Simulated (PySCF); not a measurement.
Consider sulfur dioxide, `O=S=O` (O2S). Non-hydrogen atoms are numbered in `[O:1]=[S:2]=[O:3]`.

Computed at PBE0-D3(BJ)/ma-def2-TZVP // PBE0-D3(BJ)/ma-def2-SVP with PySCF (density fitting, grid level 2). Thermal corrections: PBE0-D3(BJ)/ma-def2-SVP frequencies, unscaled, ideal gas at 298.15 K and 1 bar, quasi-RRHO entropy.

Question: What are the vertical and the adiabatic ionisation energy for forming the radical cation?

Answer: 12.45 eV vertical and 12.21 eV adiabatic, the latter with zero-point energy.

Question: Where does the unpaired spin of the relaxed radical cation sit?

Answer: O1 (oxygen on the chalcogen) 0.37, O3 (oxygen on the chalcogen) 0.37, S2 (sulfur bonded to oxygen) 0.27 (intrinsic atomic orbital populations).

Question: What are the vertical and the adiabatic electron affinity for forming the radical anion?

Answer: 1.18 eV vertical and 1.31 eV adiabatic, the latter with zero-point energy.

Question: Where does the unpaired spin of the relaxed radical anion sit?

Answer: S2 (sulfur bonded to oxygen) 0.52, O1 (oxygen on the chalcogen) 0.24, O3 (oxygen on the chalcogen) 0.24 (intrinsic atomic orbital populations).

Question: How far is −ε(HOMO) from the vertical value by ΔSCF?

Answer: −ε(HOMO) = 9.69 eV, which is 2.76 eV below the ΔSCF value.
